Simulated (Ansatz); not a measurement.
Ideal-gas functions of C2H2F4, SMILES `FCC(F)(F)F` at 500 K and 1 bar, from an Ansatz frequency run at PBE0-D4/def2-TZVP.

Molar mass 102.03 g/mol, point group Cs (symmetry number 1), electronic degeneracy 1, moments of inertia 94.075, 180.146, 182.859 u Å². Harmonic wavenumbers (cm⁻¹, unscaled): 109, 218, 350, 413, 535, 552, 671, 858, 982, 1143, 1203, 1211, 1312, 1320, 1449, 1486, 3081, 3143.

Use S(trans) = R[1.5 ln M + 2.5 ln T − 1.1517]; rotational temperatures θ = 24.2544 K / I; S(rot) = R[ln(√π/σ · √(T³/θAθBθC)) + 1.5]; for each mode x = 1.438777 ν̃/T, S = R[x/(eˣ − 1) − ln(1 − e⁻ˣ)] and H = RT x/(eˣ − 1); 1 cm⁻¹ = 0.0119627 kJ/mol; R = 8.31446 J/(mol·K).

By hand: the entropy, in J/(mol·K).

Translation 177.3. Rotation: θ = 0.2578, 0.1346, 0.1326 K, giving 117.1. Vibration, mode by mode: 17.99, 12.33, 8.60, 7.35, 5.50, 5.29, 4.03, 2.63, 1.99, 1.38, 1.20, 1.18, 0.93, 0.91, 0.67, 0.62, 0.01, 0.01, in all 72.6. Electronic 0.0. Sum 367.0 J/(mol·K).

By hand: H − E and G − E in kJ/mol, counted from the electronic energy.

Zero-point energy ½ × 20036 × 0.0119627 = 119.8; thermal vibration 20.3; translation, rotation and pV give 4 RT = 16.6. H − E = 156.7 kJ/mol, and G − E = 156.7 − 500 × 367.0/1000 = -26.8 kJ/mol.

Vibration gives 20 % of the entropy, 18.0 J/(mol·K) of it from the mode under 150 cm⁻¹: soft modes count most, and the harmonic formula is weakest for them.
